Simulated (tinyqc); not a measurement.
Extended Hueckel theory, for CO, step by step. One step of it, computed by the program tinyqc.

Question. Wolfsberg-Helmholz matrix. H_ij = K' S_ij (H_ii + H_jj)/2 for i != j (the diagonal keeps H_ii), with K' = 1.75.

overlap S:
```
            1C 2s    1C 2px    1C 2py     1C 2pz     2O 2s    2O 2px    2O 2py     2O 2pz
1C 2s    1.000000  0.000000  0.000000   0.000000  0.437806  0.000000  0.000000  -0.336676
1C 2px   0.000000  1.000000  0.000000   0.000000  0.000000  0.268796  0.000000   0.000000
1C 2py   0.000000  0.000000  1.000000   0.000000  0.000000  0.000000  0.268796   0.000000
1C 2pz   0.000000  0.000000  0.000000   1.000000  0.511076  0.000000  0.000000  -0.292408
2O 2s    0.437806  0.000000  0.000000   0.511076  1.000000  0.000000  0.000000   0.000000
2O 2px   0.000000  0.268796  0.000000   0.000000  0.000000  1.000000  0.000000   0.000000
2O 2py   0.000000  0.000000  0.268796   0.000000  0.000000  0.000000  1.000000   0.000000
2O 2pz  -0.336676  0.000000  0.000000  -0.292408  0.000000  0.000000  0.000000   1.000000
```

diagonal H_ii (eV): 1C 2s -21.400000, 1C 2px -11.400000, 1C 2py -11.400000, 1C 2pz -11.400000, 2O 2s -32.300000, 2O 2px -14.800000, 2O 2py -14.800000, 2O 2pz -14.800000

K = 1.750000

Give: H.

Answer.

H (eV):
```
           1C 2s    1C 2px    1C 2py    1C 2pz     2O 2s    2O 2px    2O 2py    2O 2pz
1C 2s   -21.4000    0.0000    0.0000    0.0000  -20.5714    0.0000    0.0000   10.6642
1C 2px    0.0000  -11.4000    0.0000    0.0000    0.0000   -6.1622    0.0000    0.0000
1C 2py    0.0000    0.0000  -11.4000    0.0000    0.0000    0.0000   -6.1622    0.0000
1C 2pz    0.0000    0.0000    0.0000  -11.4000  -19.5423    0.0000    0.0000    6.7035
2O 2s   -20.5714    0.0000    0.0000  -19.5423  -32.3000    0.0000    0.0000    0.0000
2O 2px    0.0000   -6.1622    0.0000    0.0000    0.0000  -14.8000    0.0000    0.0000
2O 2py    0.0000    0.0000   -6.1622    0.0000    0.0000    0.0000  -14.8000    0.0000
2O 2pz   10.6642    0.0000    0.0000    6.7035    0.0000    0.0000    0.0000  -14.8000
```
